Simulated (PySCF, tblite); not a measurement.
**C4H9FN radical: geometry, infrared bands and EPR parameters**

Aim: predict the infrared bands and EPR parameters of C4H9FN radical (`C[N]CCCF`).

The runs use tblite 0.8.0 and PySCF 2.14.0, with density-fitted response routines of our own; the level of theory stands in each step. All values are computed, except where a source is named. Atoms are numbered from 0 throughout.

**1. Starting geometry**

15 atoms, charge 0, multiplicity 2; geometry from: force field or distance geometry start.

Bonds of the start (Å): C0–N1 1.44, N1–C2 1.47, C2–C3 1.52, C3–C4 1.50, C4–F5 1.36, C0–H6 1.10, C0–H7 1.09, C0–H8 1.10, C2–H9 1.10, C2–H10 1.10, C3–H11 1.11, C3–H12 1.10, C4–H13 1.09, C4–H14 1.10.

**2. Optimising the geometry with GFN2-xTB**

The job: settings as JSON, then the geometry in Å.

```
{"job": {"kind": "relax", "xc": "GFN2-xTB", "basis": "xTB"}, "charge": 0, "multiplicity": 2}
C     -2.340400     0.582400     0.161100
N     -0.931200     0.603200     0.458100
C     -0.273700    -0.654000     0.072200
C      1.215300    -0.601900     0.366500
C      1.942700     0.479000    -0.385500
F      3.284600     0.330200    -0.202900
H     -2.545700     0.475500    -0.914100
H     -2.876300    -0.213800     0.686600
H     -2.817700     1.521100     0.470400
H     -0.716600    -1.508800     0.607600
H     -0.419300    -0.854700    -1.003500
H      1.385900    -0.472100     1.451000
H      1.657400    -1.577200     0.131500
H      1.676200     1.481700    -0.051600
H      1.754500     0.417400    -1.466500
```

Started as:

```console
OMP_NUM_THREADS=1 python probes_run.py task.json out
```

The driver reads the jobs from task.json and runs them one after another.

**Question.** This job is followed by: GFN2-xTB harmonic vibrations, gas phase; UKS B3LYP, pcH-1 on C F H N, non-relativistic, mean-field spin-orbit, GIAO. What will the session give for the following? strongest single infrared mode (GFN2-xTB); zero-point energy (GFN2-xTB); g(iso) (B3LYP); ⟨S²⟩; largest a(iso) (averaged by class); surface potential, 1st and 99th percentile.

**Answer**, as computed:

| quantity | value |
| --- | --- |
| strongest single infrared mode (GFN2-xTB) | 2857 cm⁻¹, 65 km/mol |
| zero-point energy (GFN2-xTB) | 77.6 kcal/mol |
| g(iso) (B3LYP) | 2.00448 |
| ⟨S²⟩ | 0.754 (exact 0.75) |
| largest a(iso) (averaged by class) | 1H on H9, H10, 117.6 MHz |
| surface potential, 1st and 99th percentile | -1.52 V and 0.89 V |

What this shows: Relaxing lowered the energy by 0.158 eV in 105 steps; the close pair that moved most is N1–C2, from 1.470 to 1.405 Å. All 39 modes are real, so the xTB geometry is a minimum. The strongest single mode, at 2857 cm⁻¹, moves mainly H6. Unscaled tight-binding wavenumbers are off by several per cent, some by more. Its intensities can rank the bands wrongly. Most of the unpaired spin sits on N1 (0.89 e). The isotropic g lies 2.2 ppt above the free-electron value.
